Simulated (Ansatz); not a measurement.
# One shape, several levels: BH2ClO (SMILES OBCl)

Aim: a comparison of 6 runs (UHF/STO-3G, CAM-B3LYP/STO-3G, revPBE/STO-3G, wB97M-V/STO-3G, BCCD(T)/STO-3G, CCSDT/STO-3G) of BH2ClO. 

Program for the calculation: Ansatz 0.2.0.

65 further runs of the same task are left out: 4 that didn't finish, 61 set aside as unsound or not needed.

### 1 The system as given

The species is BH2ClO (5 atoms), meant as a singlet with charge 0. As SMILES, `OBCl`. The Cl3–B2 distance was set to 2.649 Å, away from the relaxed value. At this shape a bond of the SMILES string is far longer than usual.

Bond lengths: O1–B2 1.340 Å, O1–H4 0.963 Å, B2–H5 1.189 Å. Angles: O1–B2–H5 119.8°, B2–O1–H4 113.9°. A long bond or contact: B2–Cl3 2.649 Å.

### 2 The energy at UHF/STO-3G (run 1)

job.yaml reads:

```yaml
crystal:
  periodic: [false, false, false]
  atoms:
    - symbol: O
      position_ang: [-1.068105, -1.435218, 0.263706]
    - symbol: B
      position_ang: [0.174195, -0.953818, 0.404506]
    - symbol: Cl
      position_ang: [0.788600, 1.496000, -0.395300]
    - symbol: H
      position_ang: [-1.682505, -0.815418, -0.143094]
    - symbol: H
      position_ang: [1.018495, -1.631718, 0.895206]
basis:
  gaussian: {orbitals: STO-3G}
magnetization: {spin_polarized: true}
accuracy: high
hamiltonian: {xc: hf}
```

Started as:

```console
$ ansatz run job.yaml --threads 1 --pin off --max-ram 2610MiB --events-out events.jsonl --progress --plain --runs-dir runs
```

What it wrote:

```text
Warning: RAYON_NUM_THREADS=1 ignored (pool sized by the plan → 1); use --threads N
Functional definition: HF
  name "HF"
  exchange = exact_x
  correlation = 0
355 factors; integrals over basis functions are off by at most 3.1e-8 eV
mean field evaluation 1: about -15069.3408 eV, gradient 1.5e1 eV
mean field evaluation 2: about -15069.3793 eV, gradient 1.5e1 eV
mean field evaluation 4: about -15072.4405 eV, gradient 1.6e0 eV
mean field evaluation 8: about -15072.4693 eV, gradient 4.6e-2 eV
mean field evaluation 16: about -15072.5820 eV, gradient 8.3e-1 eV
mean field evaluation 32: about -15070.8206 eV, gradient 2.5e0 eV
mean field evaluation 64: about -15070.8623 eV, gradient 1.8e0 eV
mean field evaluation 96: about -15072.4693 eV, gradient 6.2e-5 eV
mean field -15072.66984483 eV, -553.9104001751 hartree, gradient 2.2e-8 eV, S^2 0.424235; 2 other end points of the search recorded, 0 dependent functions left out
reference -15072.66984483 eV, -553.9104001751 hartree; 16, 16 occupied and 5, 5 virtual orbitals, 355 factors
Total energy: -15072.66984483 eV, -553.9104001751 hartree
```

It took 0.24 s on 1 thread of Arm Neoverse V1, shared host.

### 3 A single-point energy at CAM-B3LYP/STO-3G (run 2)

in.yaml reads:

```yaml
crystal:
  periodic: [false, false, false]
  atoms:
    - {symbol: O, position_ang: [-1.068105, -1.435218, 0.263706]}
    - {symbol: B, position_ang: [0.174195, -0.953818, 0.404506]}
    - {symbol: Cl, position_ang: [0.788600, 1.496000, -0.395300]}
    - {symbol: H, position_ang: [-1.682505, -0.815418, -0.143094]}
    - {symbol: H, position_ang: [1.018495, -1.631718, 0.895206]}
basis:
  gaussian:
    orbitals: STO-3G
hamiltonian:
  xc: {name: CAM-B3LYP}
accuracy: high
```

Started as:

```console
$ ansatz run in.yaml --threads 1 --pin off --max-ram 2610MiB --events-out events.jsonl --progress --plain --runs-dir runs
```

What it wrote:

```text
Warning: RAYON_NUM_THREADS=1 ignored (pool sized by the plan → 1); use --threads N
Functional definition: CAM-B3LYP
  name "CAM-B3LYP"
  parameter alpha = 0.19
  parameter beta = 0.46
  parameter omega = 0.33/bohr
  parameter ac = 0.81
  exchange = (1 - alpha - beta)*b88_x + beta*b88_x_sr(omega) + alpha*exact_x + beta*exact_x_lr(omega)
  correlation = (1 - ac)*vwn5_c + ac*lyp_c
355 factors; integrals over basis functions are off by at most 3.1e-8 eV
168 factors; integrals over basis functions are off by at most 1.1e-9 eV
mean field evaluation 1: about -15099.0593 eV, gradient 1.9e1 eV
mean field evaluation 2: about -15096.0299 eV, gradient 3.7e1 eV
mean field evaluation 4: about -15102.3198 eV, gradient 2.1e0 eV
mean field evaluation 8: about -15102.2978 eV, gradient 5.9e-2 eV
mean field evaluation 16: about -15102.2978 eV, gradient 1.8e-6 eV
mean field -15102.29782581 eV, -554.9992083935 hartree, gradient 3.1e-8 eV, S^2 0.000000; 0 other end points of the search recorded, 0 dependent functions left out
reference -15102.29783941 eV, -554.9992088933 hartree; 16, 16 occupied and 5, 5 virtual orbitals, 355 factors
Total energy: -15102.29783941 eV, -554.9992088933 hartree
```

Run time: 1.4 s. Hardware: 1 thread of Arm Neoverse V1, shared host; peak memory 0.097 GiB.

### 4 The energy at revPBE/STO-3G (run 3)

run.yaml reads:

```yaml
crystal:
  periodic: [false, false, false]
  atoms:
    - {symbol: O, position_ang: [-1.068105, -1.435218, 0.263706]}
    - {symbol: B, position_ang: [0.174195, -0.953818, 0.404506]}
    - {symbol: Cl, position_ang: [0.788600, 1.496000, -0.395300]}
    - {symbol: H, position_ang: [-1.682505, -0.815418, -0.143094]}
    - {symbol: H, position_ang: [1.018495, -1.631718, 0.895206]}
basis:
  gaussian:
    orbitals: STO-3G
hamiltonian:
  xc: {name: revPBE}
accuracy: high
```

Started as:

```console
$ ansatz run run.yaml --threads 1 --pin off --max-ram 2610MiB --events-out events.jsonl --progress --plain --runs-dir runs
```

What it wrote:

```text
Warning: RAYON_NUM_THREADS=1 ignored (pool sized by the plan → 1); use --threads N
Functional definition: revPBE
  name "revPBE"
  parameter kappa = 1.245
  parameter beta = 0.06672455060314922
  exchange = pbe_x(kappa = kappa, mu = beta*pi^2/3)
  correlation = pbe_c(beta = beta)
355 factors; integrals over basis functions are off by at most 3.1e-8 eV
mean field evaluation 1: about -15098.8675 eV, gradient 1.6e1 eV
mean field evaluation 2: about -15006.2498 eV, gradient 8.4e1 eV
mean field evaluation 4: about -15101.4635 eV, gradient 7.2e0 eV
mean field evaluation 8: about -15101.7206 eV, gradient 1.3e0 eV
mean field evaluation 16: about -15101.6705 eV, gradient 7.9e-5 eV
mean field -15101.67045972 eV, -554.9761531147 hartree, gradient 4.0e-8 eV, S^2 0.000000; 0 other end points of the search recorded, 0 dependent functions left out
reference -15101.67046203 eV, -554.9761531999 hartree; 16, 16 occupied and 5, 5 virtual orbitals, 355 factors
Total energy: -15101.67046203 eV, -554.9761531999 hartree
```

It took 1.1 s on 1 thread of Arm Neoverse V1, shared host; peak memory 0.095 GiB.

Runs 4 to 5 aren't shown in full; the table further down has their settings and results.

### 5 A single-point energy at CCSDT/STO-3G (run 6)

molecule.yaml reads:

```yaml
crystal:
  periodic: [false, false, false]
  atoms:
    - {symbol: O, position_ang: [-1.068105, -1.435218, 0.263706]}
    - {symbol: B, position_ang: [0.174195, -0.953818, 0.404506]}
    - {symbol: Cl, position_ang: [0.788600, 1.496000, -0.395300]}
    - {symbol: H, position_ang: [-1.682505, -0.815418, -0.143094]}
    - {symbol: H, position_ang: [1.018495, -1.631718, 0.895206]}
basis:
  gaussian: {orbitals: STO-3G}
total_charge: 0
correlation: {method: ccsdt, frozen_orbitals: {B: 1, Cl: 5, H: 0, O: 1}}
accuracy: high
scf: {omitted_lower_state_checks: [cluster_reference, increment]}
```

Started as:

```console
$ ansatz run molecule.yaml --threads 1 --pin off --max-ram 2610MiB --events-out events.jsonl --progress --plain --runs-dir runs
```

What it wrote:

```text
Warning: RAYON_NUM_THREADS=1 ignored (pool sized by the plan → 1); use --threads N
[... 11 lines left out ...]
7 core orbitals not correlated: weight in the atoms' cores, before any rotation towards them, 1.000 or more for the frozen orbitals, at most 0.000 for the correlated occupied ones
[... 35 lines left out ...]
Total energy: -15076.30408326 eV, -554.0439559740 hartree
Checks for a lower state left out: cluster_reference, increment
```

Run time: 0.44 s. Hardware: 1 thread of Arm Neoverse V1, shared host.

### 6 The series

```tsv
run	level	frozen core orbitals	energy (Eh)	wall time
1	UHF/STO-3G	–	-553.910400	0.24 s
2	CAM-B3LYP/STO-3G	–	-554.999209	1.4 s
3	revPBE/STO-3G	–	-554.976153	1.1 s
4	wB97M-V/STO-3G	–	-555.107289	21 s
5	BCCD(T)/STO-3G	7	-554.042794	0.22 s
6	CCSDT/STO-3G	7	-554.043956	0.44 s
```

### 7 Summary of results

| quantity | value |
| --- | --- |
| run 6: total energy | -554.04396 Eh |
| run 6: correlation energy (7 core orbitals frozen) | -140.9 mEh |
| run 6: T1 diagnostic | 0.028 |

**Reading.** Below the UHF energy at the same shape and in the same basis (STO-3G): BCCD(T) -132.4 mEh; CCSDT -133.6 mEh. Some of these start from another determinant than that one, so these aren't their correlation energies. Totals of different functionals can't be ranked against each other. In runs 5, 6 the log says that unrestricted orbitals would lower the reference, so the values rest on an unstable closed-shell determinant (other closed-shell runs at this shape may share the fault). In runs 1, 2, 3, 4, 5, 6 the basis is minimal, so the values are rough. Spin contamination of the reference: run 1 ⟨S²⟩ = 0.42. All runs together took 24 s, the longest 21 s.
